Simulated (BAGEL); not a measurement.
# Si2H6 (disilane): B3LYP/6-31G(d) (density fitting with qzvpp-jkfit, spherical functions)

Aim: the energy change on altering one bond length of Si2H6 (disilane) at B3LYP/6-31G* (density fitting with qzvpp-jkfit, spherical functions), from 2 runs. 

The calculation is run with BAGEL 1.2.2.

1 further run of the same task is left out (set aside as unsound or not needed). Runs told in other sessions of the task aren't counted.

### 1 The molecule

Si2H6 has 8 atoms, charge 0, and is taken as a singlet. SMILES: `[SiH3][SiH3]`. The shape is that of a PBE0-D4/def2-TZVP optimisation.

Bond lengths: Si1–Si2 2.338 Å, Si1–H3 1.488 Å, Si1–H4 1.488 Å, Si1–H5 1.488 Å, Si2–H6 1.488 Å, Si2–H7 1.488 Å, Si2–H8 1.488 Å. Some angles: Si1–Si2–H6 110.3°, Si1–Si2–H7 110.3°, Si1–Si2–H8 110.3°, Si2–Si1–H3 110.3°, Si2–Si1–H4 110.3°, Si2–Si1–H5 110.3°, H6–Si2–H7 108.7°, H6–Si2–H8 108.7°, H7–Si2–H8 108.7°, H3–Si1–H4 108.7°.

### 2 A single-point energy at B3LYP/6-31G(d) (density fitting with qzvpp-jkfit, spherical functions)

dft.json reads:

```json
{ "bagel": [

{
  "title": "molecule",
  "basis": "6-31gs.json",
  "df_basis": "qzvpp-jkfit",
  "angstrom": "true",
  "geometry": [
    { "atom": "Si", "xyz": [      -0.340500,       0.490200,      -1.004900 ] },
    { "atom": "Si", "xyz": [       0.363500,      -0.504400,       0.991000 ] },
    { "atom": "H", "xyz": [       0.833900,       0.948200,      -1.794900 ] },
    { "atom": "H", "xyz": [      -1.112900,      -0.483900,      -1.821900 ] },
    { "atom": "H", "xyz": [      -1.208000,       1.664100,      -0.717900 ] },
    { "atom": "H", "xyz": [       1.139000,       0.468600,       1.806300 ] },
    { "atom": "H", "xyz": [       1.228100,      -1.680500,       0.704000 ] },
    { "atom": "H", "xyz": [      -0.811000,      -0.959200,       1.782600 ] }
  ]
},

{ "title": "ks", "xc_func": "b3lyp" },

{ "title": "print", "file": "orbitals.molden", "orbitals": "true" }

]}
```

The basis set 6-31G* is read from a file made from the Basis Set Exchange's data (not shown).

Run with:

```
BAGEL_NUM_THREADS=1 BAGEL dft.json > dft.out
```

What it wrote:

```text
* using 1 threads per process

  ===============================================================
  ===============================================================

  *** Geometry ***

  { "atom" : "Si", "xyz" : [     -0.643452,      0.926344,     -1.898986 ] },
  { "atom" : "Si", "xyz" : [      0.686915,     -0.953178,      1.872719 ] },
  { "atom" : "H", "xyz" : [      1.575843,      1.791838,     -3.391869 ] },
  { "atom" : "H", "xyz" : [     -2.103076,     -0.914438,     -3.442892 ] },
  { "atom" : "H", "xyz" : [     -2.282789,      3.144693,     -1.356634 ] },
  { "atom" : "H", "xyz" : [      2.152398,      0.885526,      3.413412 ] },
  { "atom" : "H", "xyz" : [      2.320773,     -3.175685,      1.330367 ] },
  { "atom" : "H", "xyz" : [     -1.532568,     -1.812625,      3.368626 ] },

  Number of auxiliary basis functions:      364

  Since a DF basis is specified, we compute 2- and 3-index integrals:
    o Being stored without compression. Storage requirement is 0.007 GB

  Number of basis functions:       48
  Number of electrons      :       34

    * METHOD: MOLECULE                             0.41

  *** Kohn-Sham DFT ***

    * Removing 11797 points whose weight is below 1.00e-10
    * Grid points: 107451

  === Nuclear Repulsion ===
    90.7730811600

       - DIIS with orbital gradients will be used.

  === KS iteration (b3lyp / 6-31gs.json) ===
      0       -569.00986132          0.14385807           0.78
      1       -578.78375265          0.07763110           0.67
      2       -578.43461861          0.12896122           0.67
      3       -582.33050462          0.02701041           0.69
      4       -582.57468937          0.00462346           0.69
      5       -582.57880358          0.00092548           0.62
      6       -582.57918681          0.00010978           0.68
      7       -582.57918943          0.00001108           0.67
      8       -582.57918946          0.00000191           0.57
      9       -582.57918946          0.00000033           0.63
     10       -582.57918946          0.00000003           0.60
     11       -582.57918946          0.00000000           0.65
    * SCF iteration converged.

    * Permanent dipole moment:
           (    0.000048,    -0.000051,    -0.000056) a.u.

    * METHOD: KS                                   9.15

    * METHOD: PRINT                                0.02

  ===============================================================
```

It took 11 s on 1 thread of AMD EPYC, shared host; peak memory 0.28 GiB.

### 3 The distorted shape at the same level

dft.json reads:

```json
{ "bagel" : [

{
  "title" : "molecule",
  "basis" : "6-31gs.json",
  "df_basis" : "qzvpp-jkfit",
  "angstrom" : true,
  "geometry" : [
    { "atom" : "Si", "xyz" : [   -0.080242,    0.138019,   -1.091003 ] },
    { "atom" : "Si", "xyz" : [    0.623758,   -0.856581,    0.904897 ] },
    { "atom" : "H", "xyz" : [    1.094158,    0.596019,   -1.881003 ] },
    { "atom" : "H", "xyz" : [   -0.852642,   -0.836081,   -1.908003 ] },
    { "atom" : "H", "xyz" : [   -1.208000,    1.664100,   -0.717900 ] },
    { "atom" : "H", "xyz" : [    1.399258,    0.116419,    1.720197 ] },
    { "atom" : "H", "xyz" : [    1.488358,   -2.032681,    0.617897 ] },
    { "atom" : "H", "xyz" : [   -0.550742,   -1.311381,    1.696497 ] }
  ]
},
{ "title" : "ks", "xc_func" : "b3lyp" },
{ "title" : "print", "file" : "orbitals.molden", "orbitals" : true }

]}
```

The basis set 6-31G* is read from a file made from the Basis Set Exchange's data (not shown).

Run with:

```
BAGEL_NUM_THREADS=1 BAGEL dft.json > dft.out
```

What it wrote:

```text
* using 1 threads per process

  ===============================================================
  ===============================================================

  *** Geometry ***

  { "atom" : "Si", "xyz" : [     -0.151635,      0.260818,     -2.061697 ] },
  { "atom" : "Si", "xyz" : [      1.178732,     -1.618703,      1.710008 ] },
  { "atom" : "H", "xyz" : [      2.067659,      1.126313,     -3.554581 ] },
  { "atom" : "H", "xyz" : [     -1.611260,     -1.579964,     -3.605603 ] },
  { "atom" : "H", "xyz" : [     -2.282789,      3.144693,     -1.356634 ] },
  { "atom" : "H", "xyz" : [      2.644214,      0.220000,      3.250701 ] },
  { "atom" : "H", "xyz" : [      2.812589,     -3.841210,      1.167656 ] },
  { "atom" : "H", "xyz" : [     -1.040752,     -2.478151,      3.205915 ] },

  Number of auxiliary basis functions:      364

  Since a DF basis is specified, we compute 2- and 3-index integrals:
    o Being stored without compression. Storage requirement is 0.007 GB

  Number of basis functions:       48
  Number of electrons      :       34

    * METHOD: MOLECULE                             0.36

  *** Kohn-Sham DFT ***

    * Removing 11459 points whose weight is below 1.00e-10
    * Grid points: 107789

  === Nuclear Repulsion ===
    89.3137342268

       - DIIS with orbital gradients will be used.

  === KS iteration (b3lyp / 6-31gs.json) ===
      0       -568.92512974          0.14407547           1.14
      1       -578.44439012          0.07744593           0.61
      2       -577.37003304          0.12638713           0.75
      3       -582.16544617          0.03255617           0.68
      4       -582.49998532          0.01090112           0.72
      5       -582.53712021          0.00433278           0.66
      6       -582.54323175          0.00066487           0.62
      7       -582.54339671          0.00010995           0.65
      8       -582.54339982          0.00002426           0.61
      9       -582.54339999          0.00000346           0.63
     10       -582.54340000          0.00000103           0.60
     11       -582.54340000          0.00000029           0.60
     12       -582.54340000          0.00000009           0.49
     13       -582.54340000          0.00000003           0.66
     14       -582.54340000          0.00000000           0.61
    * SCF iteration converged.

    * Permanent dipole moment:
           (   -0.179589,     0.243941,     0.012014) a.u.

    * METHOD: KS                                  11.28

    * METHOD: PRINT                                0.02

  ===============================================================
```

Run time: 12 s. Hardware: 1 thread of AMD EPYC, shared host; peak memory 0.28 GiB.

### 4 Outcome

At B3LYP/6-31G* (density fitting with qzvpp-jkfit, spherical functions):

| quantity | value |
| --- | --- |
| first shape: total energy | -582.57919 Eh |
| first shape: dipole moment | 0.00 D |
| first shape: HOMO energy | -8.10 eV |
| first shape: LUMO energy | 0.59 eV |
| first shape: HOMO–LUMO gap | 8.69 eV |
| distorted shape: total energy | -582.54340 Eh |
| distorted shape: dipole moment | 0.77 D |
| distorted shape: HOMO energy | -8.05 eV |
| distorted shape: LUMO energy | -0.61 eV |
| distorted shape: HOMO–LUMO gap | 7.44 eV |
| energy change with the Si1–H5 bond stretched from 1.488 to 1.934 Å | 0.974 eV |

What this shows: With the Si1–H5 bond stretched from 1.488 to 1.934 Å the energy rises by 0.97 eV (22.5 kcal/mol). The first shape isn't relaxed at this level, so the change isn't measured from a minimum.
